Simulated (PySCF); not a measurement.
# quartet NO2 at 5 levels

Aim: a comparison of 5 runs (U-r2SCAN/STO-3G, UM06-2X/STO-3G, UPBE0/STO-3G, UMP2/STO-3G, NEVPT2(5,5)/STO-3G) of quartet NO2. 

Program for the calculation: PySCF 2.14.0.

19 further runs of the same task are left out: 11 that didn't finish, 8 set aside as unsound or not needed.

## Step 1: The structure to begin with

The species is NO2 (3 atoms), meant as a quartet with charge 0. SMILES of the parent species: `[O]N=O`. The shape is that of a GFN2-xTB optimisation. That shape belongs to the parent species and isn't relaxed for this state.

Bond lengths: O1–N2 1.181 Å, N2–O3 1.181 Å. Angles: O1–N2–O3 137.9°.

## Step 2: A single-point energy at U-r2SCAN/STO-3G (run 1)

Input file start.xyz:

```xyz
3

O      0.201690    -1.092400    -0.004860
N     -0.247880    -0.008390    -0.136210
O      0.046180     1.100790     0.141070
```

Input file input.py:

```python
from pyscf import gto, dft

mol = gto.M(
    atom='start.xyz',
    verbose=4,
    max_memory=1860,
    basis='sto-3g',
    spin=3,
    charge=0,
)

mf = dft.UKS(mol, xc='r2scan')
mf.grids.level = 5
mf.conv_tol = 1e-10
mf.kernel()
if not mf.converged:
    mf = mf.newton().run(mf.mo_coeff, mf.mo_occ)

energy = mf.e_tot
print('E(%s) = %.9f' % ('R2SCAN', energy))
```

Launch:

```bash
OMP_NUM_THREADS=1 python input.py
```

Output:

```text
PySCF version 2.14.0

[INPUT] num. atoms = 3
[INPUT] num. electrons = 23
[INPUT] charge = 0
[INPUT] spin (= nelec alpha-beta = 2S) = 3
[INPUT] symmetry False subgroup None
[INPUT] Mole.unit = angstrom
[INPUT] Symbol           X                Y                Z      unit          X                Y                Z       unit  Magmom
[INPUT]  1 O      0.201690000000  -1.092400000000  -0.004860000000 AA    0.381138862064  -2.064336818475  -0.009184068965 Bohr   0.0
[INPUT]  2 N     -0.247880000000  -0.008390000000  -0.136210000000 AA   -0.468425311757  -0.015854802185  -0.257399595427 Bohr   0.0
[INPUT]  3 O      0.046180000000   1.100790000000   0.141070000000 AA    0.087267552432   2.080191620660   0.266583664392 Bohr   0.0

nuclear repulsion = 65.5670012668303
number of shells = 9
number of NR pGTOs = 45
number of NR cGTOs = 15
basis = sto-3g
ecp = {}

[... 43 lines left out ...]
[... the frontier-level lines of each cycle are left out ...]
[... 11 lines left out ...]
[... 11 lines left out ...]
[... 11 lines left out ...]
[... 11 lines left out ...]
[... 5 lines left out ...]

cycle= 11 E= -202.032267011452  delta_E= -4.21e-10  |g|= 8.58e-06  |ddm|= 4.58e-05


cycle= 12 E= -202.032266975711  delta_E= 3.57e-08  |g|= 6.12e-06  |ddm|= 0.00456


cycle= 13 E= -202.032266941112  delta_E= 3.46e-08  |g|= 3.06e-06  |ddm|= 0.00988


cycle= 14 E= -202.03226694114  delta_E= -2.8e-11  |g|= 2.82e-06  |ddm|= 4.88e-05


Extra cycle  E= -202.032266941162  delta_E= -2.19e-11  |g|= 1.37e-06  |ddm|= 1.49e-05
converged SCF energy = -202.032266941162  <S^2> = 3.7518395  2S+1 = 4.0009196
E(R2SCAN) = -202.032266941
```

Run time: 5.7 s. Hardware: 1 thread of Arm Neoverse V1, shared host; peak memory 0.19 GiB.

## Step 3: A single-point energy at UM06-2X/STO-3G (run 2)

Input file calc.py:

```python
from pyscf import gto, dft

system = gto.Mole()
system.atom = [
    ('O', (0.201690, -1.092400, -0.004860)),
    ('N', (-0.247880, -0.008390, -0.136210)),
    ('O', (0.046180, 1.100790, 0.141070)),
]
system.basis = 'sto-3g'
system.spin = 3
system.max_memory = 1860
system.verbose = 3
system.build()

mf = dft.UKS(system, xc='m06-2x')
mf.grids.level = 5
mf.conv_tol = 1e-10
mf.kernel()
if not mf.converged:
    mf = mf.newton().run(mf.mo_coeff, mf.mo_occ)

etot = mf.e_tot
print(f'total energy: {etot:.8f} hartree')
```

Launch:

```bash
OMP_NUM_THREADS=1 python calc.py
```

Output:

```text
WARN: HOMO 0.0169703262711705 >= LUMO -0.341254039195442

converged SCF energy = -202.084828148373  <S^2> = 3.7522547  2S+1 = 4.0011272
total energy: -202.08482815 hartree
```

Run time: 6.3 s. Hardware: 1 thread of Arm Neoverse V1, shared host; peak memory 0.19 GiB.

## Step 4: The energy at UPBE0/STO-3G (run 3)

Input file run.py:

```python
from pyscf import gto, dft

mol = gto.Mole()
mol.atom = [
    ('O', (0.201690, -1.092400, -0.004860)),
    ('N', (-0.247880, -0.008390, -0.136210)),
    ('O', (0.046180, 1.100790, 0.141070)),
]
mol.max_memory = 1860
mol.spin = 3
mol.verbose = 3
mol.basis = 'sto-3g'
mol.charge = 0
mol.build()

myscf = dft.UKS(mol, xc='pbe0')
myscf.conv_tol = 1e-10
myscf.grids.level = 5
myscf.kernel()
if not myscf.converged:
    myscf = myscf.newton().run(myscf.mo_coeff, myscf.mo_occ)

energy = myscf.e_tot
print('Final energy', energy)
```

Launch:

```bash
OMP_NUM_THREADS=1 python run.py
```

Output:

```text
WARN: HOMO -0.00610479508327444 >= LUMO -0.325475111977457

WARN: HOMO -0.0677496048237252 >= LUMO -0.101883330767443

WARN: HOMO -0.0670032054244373 >= LUMO -0.0960585735391264

WARN: HOMO -0.0670987708632238 >= LUMO -0.0955557323325271

WARN: HOMO -0.0670933779124285 >= LUMO -0.0955225088130542

WARN: HOMO -0.0670921587250666 >= LUMO -0.0955145372430489

WARN: HOMO -0.0670944178200539 >= LUMO -0.095519834019332

WARN: HOMO -0.067094543353675 >= LUMO -0.0955203362690986

WARN: HOMO -0.0670944563856986 >= LUMO -0.0955204613295125

converged SCF energy = -201.913429425142  <S^2> = 3.7522724  2S+1 = 4.001136
Final energy -201.91342942514245
```

Wall time 2.7 s (1 thread of Arm Neoverse V1, shared host); peak memory 0.18 GiB.

Run 4 isn't shown in full; the table further down has it.

## Step 5: A single-point energy at NEVPT2(5,5)/STO-3G (run 5)

Input file job.py:

```python
import numpy
from pyscf import gto, scf, mp, mcscf, mrpt

mol = gto.M(
    atom='''
O      0.381139    -2.064337    -0.009184
N     -0.468425    -0.015855    -0.257400
O      0.087268     2.080192     0.266584
''',
    unit='bohr',
    max_memory=1860,
    verbose=3,
    basis='sto-3g',
    spin=3,
)

mf = mol.ROHF()
mf.conv_tol = 1e-10
mf.kernel()
if not mf.converged:
    mf = mf.newton().run(mf.mo_coeff, mf.mo_occ)

pt = mp.MP2(scf.addons.convert_to_uhf(mf)).run()
noons, natorbs = mcscf.addons.make_natural_orbitals(pt)
print('natural occupations', numpy.round(noons[:40], 4))
cas = mcscf.CASSCF(mf, 5, 5)
cas.fix_spin_(ss=3.75)
cas.natorb = True
cas.kernel(natorbs)
e_pt2 = mrpt.NEVPT(cas).kernel()
etot = cas.e_tot + e_pt2
print('Final energy', etot)
```

Launch:

```bash
OMP_NUM_THREADS=1 python job.py
```

Output:

```text
converged SCF energy = -201.205989783677
E(UMP2) = -201.285621785611  E_corr = -0.0796320019346717
E(SCS-UMP2) = -201.27864005571  E_corr = -0.0726502720337615
natural occupations [2.     2.     2.     1.999  1.9988 1.9936 1.9932 1.9917 1.9829 1.9825
 1.0137 1.0066 1.0046 0.0203 0.013 ]
CASSCF energy = -201.212151938047
CASCI E = -201.212151938047  E(CI) = -7.78575661977149  S^2 = 3.7500000
Sr    (-1)',   E = -0.00232108993215
Si    (+1)',   E = -0.01953363725990
Sijrs (0)  ,   E = -0.00190445381427
Sijr  (+1) ,   E = -0.00359238737832
Srsi  (-1) ,   E = -0.00029575803754
Srs   (-2) ,   E = -0.00306189191871
Sij   (+2) ,   E = -0.01815126599072
Sir   (0)' ,   E = -0.02885505834520
Nevpt2 Energy = -0.077715542676816
Final energy -201.28986748072393
```

Wall time 0.91 s (1 thread of Arm Neoverse V1, shared host); peak memory 0.12 GiB.

## Step 6: The series

```tsv
run	level	integration grid	frozen core orbitals	energy (Eh)	dipole moment (D) of the reference	HOMO energy (eV)	⟨S²⟩	wall time
1	U-r2SCAN/STO-3G	5	–	-202.032267	0.35	-0.23	3.752	5.7 s
2	UM06-2X/STO-3G	5	–	-202.084828	0.36	-3.64	3.752	6.3 s
3	UPBE0/STO-3G	5	–	-201.913429	0.36	-1.83	3.752	2.7 s
4	UMP2/STO-3G	–	3	-201.289090	0.51	-7.44	3.760	0.82 s
5	NEVPT2(5,5)/STO-3G	–	–	-201.289867	0.52	–	–	0.91 s
```

## Step 7: Summary of results

```
                                   quantity          value
                        run 5: total energy  -201.28987 Eh
run 5: dipole moment (Hartree–Fock density)         0.52 D
```

In words: Over runs 1, 2, 3 the dipole moment (its size) runs from 0.35 D (U-r2SCAN/STO-3G) to 0.36 D (UM06-2X/STO-3G). Totals of different functionals can't be ranked against each other. In runs 1, 2, 3, 4, 5 the basis is minimal, so the values are rough. All runs together took 16 s, the longest 6.3 s.
